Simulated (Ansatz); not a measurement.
A nudged elastic band was laid between two geometries of FH3Si (5 atoms, charge 0, multiplicity 1).

Computed with RKS r2SCAN/def2-SVP (Ansatz 0.2.0).

```json
{
  "movable images": "5",
  "climbing image": "yes",
  "spring": "5.0 eV/Å²",
  "optimiser": "quadratic models (default)",
  "start path": "through a guess of the saddle point",
  "force threshold": "0.03 eV/Å",
  "iteration limit": "60",
  "end points": "relaxed"
}
```

First end point:

```xyz
5
Properties=species:S:1:pos:R:3
Si 0.247 0.000 0.136
F 0.317 0.000 1.760
H 1.636 0.000 -0.399
H -0.478 1.222 -0.309
H -0.478 -1.222 -0.309
```

Last end point:

```xyz
5
Properties=species:S:1:pos:R:3
Si -0.014 0.000 -0.743
F 1.097 0.000 1.157
H 1.970 0.000 0.824
H -0.905 1.105 -0.179
H -0.905 -1.105 -0.179
```

**Question.** What changes between the two ends?

**Answer.** Bonds broken: Si1–H3. Bonds formed: F2–H3. FH3Si becomes FH + H2Si.

**Question.** What energy profile does the band end with?

**Answer.** The forces met the threshold. The highest image is number 4 of 0 to 6, 345.3 kJ/mol above the first end and 20.3 kJ/mol above the last; the last end lies 325.0 kJ/mol above the first. Neighbouring images differ by up to 1.6 eV, so the band resolves the path poorly. A vibrational analysis at the climbing image gives one clearly imaginary mode, 943i cm⁻¹: a first-order saddle point. The orbitals stay closed-shell, which can raise the energy where a bond breaks towards radicals; this wasn't checked here.

```csv
image,path coordinate (Å),energy (kJ/mol),Si1–H3 (Å),F2–H3 (Å)
0,0.00,0.0,1.49,2.53
1,0.35,26.7,1.48,2.22
2,0.70,123.0,1.48,1.85
3,1.05,273.4,1.53,1.48
4,1.40,345.3,1.69,1.13
5,1.76,330.7,2.10,0.96
6,2.13,325.0,2.53,0.93
```

**Question.** What is the geometry of the highest image?

**Answer.** 
```xyz
5
Properties=species:S:1:pos:R:3:forces:R:3
Si 0.182 0.000 -0.418 -0.01 0.00 -0.01
F 0.977 0.000 1.404 0.00 0.00 0.02
H 1.618 0.000 0.480 0.01 0.00 -0.01
H -0.767 1.163 -0.293 0.00 0.00 0.00
H -0.767 -1.163 -0.293 0.00 0.00 0.00
```

The band took 6 iterations and roughly 60 core-seconds.

Run time: 55 s on 1 thread of Arm Neoverse V1, with other jobs on the host, peak memory 0.1 GiB.
